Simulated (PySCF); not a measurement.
PySCF input for CH3O, SMILES [OH+]=C, charge +1, PBE0/pcJ-1. Coordinates come from a PBE-D3(BJ)/def2-TZVP optimisation. The isomer is the one that the SMILES or the coordinates give; other isomers of the formula were not compared.

```python
import numpy as np
from pyscf import gto, scf, dft
from pyscf.prop.ssc import rks as ssc

mol = gto.M(
    atom='''
    C    -0.03408455   -0.62793890    0.00000000
    O     0.13204191    0.61491295    0.00000000
    H     0.88624112   -1.22795003    0.00000000
    H    -1.03717297   -1.08170313    0.00000000
    H    -0.70089609    1.15798299    0.00000000
    ''',
    basis='pcJ-1',
    charge=1,
    spin=0,
    max_memory=1600,
    verbose=3,
)
mf = dft.RKS(mol, xc='pbe0')
mf.grids.level = 3
mf.conv_tol = 1e-10
mf.max_cycle = 100
mf.kernel()
j = ssc.SSC(mf)
j.with_fcsd = True
j.max_cycle_cphf = 80
j.conv_tol = 1e-7
e11 = j.kernel()
```

It prints:

```
converged SCF energy = -114.656807170781
Reduced spin-spin coupling constant K (Hz)
               #0        #1        #2        #3        #4
        0 C    0.00000
        1 O  -30.97977   0.00000
        2 H   27.41510   4.13326   0.00000
        3 H   25.40363  -1.22154   0.67457   0.00000
        4 H   -1.32458  18.65185   0.79685   0.40488   0.00000
Spin-spin coupling constant J (Hz)
               #0        #1        #2        #3        #4
        0 C    0.00000
        1 O   32.96793   0.00000
        2 H  215.12399 -17.48885   0.00000
        3 H  199.34014   5.16865  21.04648   0.00000
        4 H  -10.39390 -78.92070  24.86173  12.63232   0.00000
```

The run converged.

Cost: around 20 core-seconds (rough).
